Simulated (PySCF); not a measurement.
# Gas-phase thermal properties of H₂O

Method: PySCF energies (xtb for GFN2) plus ideal-gas RRHO corrections (1 bar). The comparison is the NASA 1993 polynomial table, which mixes measured and estimated data. 6-31G* has spherical d functions here. All species are closed-shell singlets. B3LYP is the form with VWN-RPA correlation. The harmonic model lacks anharmonicity and excited electronic states, which grow with temperature; levels with a mode under 35 cm⁻¹ are left out.

```json
[
 {"level": "table", "point group": "-", "σ": "-", "ZPE (kJ/mol)": "-", "S°298 (J/mol/K)": "188.8", "Cp298 (J/mol/K)": "33.6", "S°1000 (J/mol/K)": "232.7", "H1000 − H298 (kJ/mol)": "26.0"},
 {"level": "B3LYP/6-31G*", "point group": "C2v", "σ": "2", "ZPE (kJ/mol)": "55.5", "S°298 (J/mol/K)": "189.0", "Cp298 (J/mol/K)": "33.4", "S°1000 (J/mol/K)": "232.3", "H1000 − H298 (kJ/mol)": "25.6"},
 {"level": "GFN2-xTB", "point group": "C2v", "σ": "2", "ZPE (kJ/mol)": "52.8", "S°298 (J/mol/K)": "188.6", "Cp298 (J/mol/K)": "33.5", "S°1000 (J/mol/K)": "232.6", "H1000 − H298 (kJ/mol)": "26.0"},
 {"level": "HF/6-31G*", "point group": "C2v", "σ": "2", "ZPE (kJ/mol)": "60.2", "S°298 (J/mol/K)": "188.3", "Cp298 (J/mol/K)": "33.4", "S°1000 (J/mol/K)": "231.2", "H1000 − H298 (kJ/mol)": "25.3"},
 {"level": "PBE/def2-SVP", "point group": "C2v", "σ": "2", "ZPE (kJ/mol)": "54.4", "S°298 (J/mol/K)": "189.2", "Cp298 (J/mol/K)": "33.5", "S°1000 (J/mol/K)": "232.9", "H1000 − H298 (kJ/mol)": "25.9"},
 {"level": "PBE0/def2-TZVP", "point group": "C2v", "σ": "2", "ZPE (kJ/mol)": "56.4", "S°298 (J/mol/K)": "188.7", "Cp298 (J/mol/K)": "33.5", "S°1000 (J/mol/K)": "232.2", "H1000 − H298 (kJ/mol)": "25.8"}
]
```
σ: rotational symmetry number. Electronic degeneracy used: 1. Frequencies are unscaled.
